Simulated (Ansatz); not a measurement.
**Born effective charge (magnitude) of some cubic solids**

Method: r²SCAN (PAW; Ansatz, a quantum-chemistry and plane-wave program). References are measured values at room or unstated temperature, uncorrected unless marked, so that the deviations hold thermal and zero-point effects besides the level's error. The table is a random draw of 6 from 14 solids with such references.

Values in e.

```tsv
solid	reference	r²SCAN	deviation (%)
zinc-blende GaP	2.04 (2.04–2.16)	2.15	+5.4
rock-salt LiF	1.04	1.04	0.0
rock-salt NaF	1.02	1.00	-2.0
3C-SiC	2.70	2.72	+0.7
zinc-blende GaAs	2.16 (2.07–2.18)	2.15	-0.5
rock-salt SrO	2.47 (2.34–2.47)	2.41	-2.4
```

Over these 6 solids the mean deviation is +0.2 %, the mean absolute deviation 1.8 % (median 1.4 %), and the worst case zinc-blende GaP at +5.4 %; the value is below the reference in 3 of 6 cases. Over all 14, from unrounded values, the mean deviation is -0.2 % and the mean absolute deviation 2.5 % (median 1.9 %).

Brackets give the range of the sources taken for a reference, where it is wide; it can hold other temperatures.

Differences are worked out from the printed values.

Each level is taken at its own relaxed cell. Ansatz's density-functional and Hartree–Fock values are scalar-relativistic unless marked +SOC, with PAW data made under PBE.

Not in this set, of the solids of all kinds but layered and molecular ones with a reference value in our tables and a result at some level: 3 for sources at odds; 2 for no value at r²SCAN (not run, a failed fit, an unstable or unbound cell, or a value held back for tests). These can be a level's best or worst cases. At least 2 more with a reference value are held back for tests. Solids without a released value at any level aren't counted. The metals Ce to Yb are counted apart.

References as tabulated in Bennetto and Vanderbilt (1996), arXiv:mtrl-th/9601002; Shukla (2000), arXiv:cond-mat/0002285; arXiv:2311.05107; Wang et al. (1996), arXiv:mtrl-th/9510002 and others.
